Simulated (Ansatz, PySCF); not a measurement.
trimethylamine cation (C3H9N), SMILES CN(C)C (connectivity only; charge and spin as stated), charge +1, multiplicity 2. Atoms are numbered in the order given.

```xyz
13

C     -0.3472     1.3791     0.2494
N      0.0075     0.0064    -0.0223
C      1.3393    -0.4667     0.2715
C     -0.9698    -0.8932    -0.5875
H     -0.6800     1.8605    -0.6886
H      0.5037     1.9238     0.6746
H     -1.2037     1.4012     0.9481
H      2.0725     0.1415    -0.2896
H      1.4431    -1.5255     0.0075
H      1.5483    -0.3179     1.3469
H     -0.5842    -1.2941    -1.5430
H     -1.1084    -1.7530     0.0937
H     -1.9242    -0.3791    -0.7490
```
Charge +1, spin multiplicity 2.

The structure is a stationary point at B3LYP-D3(BJ)/def2-SVP. The spin state was assumed, not searched.

Two levels are set side by side: PBE-D3(BJ)/def2-SVP (Ansatz, an electronic-structure program) and B3LYP-D3(BJ)/def2-SVP (Ansatz). Each level has its own optimised geometry; the coordinates shown are those of the second. Frequencies come from the Hessian of PySCF at each geometry. Differences are taken from unrounded values.

```
quantity                            B3LYP-D3(BJ)
----------------------------------  ------------
mean bond length (Å)                       1.188
bond C1–N2 (Å)                             1.444
bond N2–C3 (Å)                             1.444
bond N2–C4 (Å)                             1.444
bond C1–H5 (Å)                             1.106
bond C1–H6 (Å)                             1.096
bond C1–H7 (Å)                             1.106
bond C3–H8 (Å)                             1.106
bond C3–H9 (Å)                             1.096
bond C3–H10 (Å)                            1.106
bond C4–H11 (Å)                            1.106
bond C4–H12 (Å)                            1.106
bond C4–H13 (Å)                            1.096
highest harmonic wavenumber (cm⁻¹)          3186
mean harmonic wavenumber (cm⁻¹)             1569
zero-point energy (kcal/mol)               74.01
```

### Question
What does PBE-D3(BJ) give, and how far is it from B3LYP-D3(BJ)? (The exact figures need the calculation; the answer reports its results.)

### Answer

```
quantity                            PBE-D3(BJ)  PBE-D3(BJ) minus B3LYP-D3(BJ)
----------------------------------  ----------  -----------------------------
mean bond length (Å)                     1.194                          0.006
bond C1–N2 (Å)                           1.441                         -0.002
bond N2–C3 (Å)                           1.441                         -0.002
bond N2–C4 (Å)                           1.441                         -0.002
bond C1–H5 (Å)                           1.115                          0.009
bond C1–H6 (Å)                           1.104                          0.008
bond C1–H7 (Å)                           1.115                          0.009
bond C3–H8 (Å)                           1.115                          0.009
bond C3–H9 (Å)                           1.104                          0.008
bond C3–H10 (Å)                          1.115                          0.009
bond C4–H11 (Å)                          1.115                          0.009
bond C4–H12 (Å)                          1.115                          0.009
bond C4–H13 (Å)                          1.104                          0.008
highest harmonic wavenumber (cm⁻¹)        3124                            -61
mean harmonic wavenumber (cm⁻¹)           1527                            -42
zero-point energy (kcal/mol)             72.02                          -1.98
```

GGA bonds tend to be longer and softer than those of functionals with exact exchange. Differences between two approximate levels are no errors against the true value.
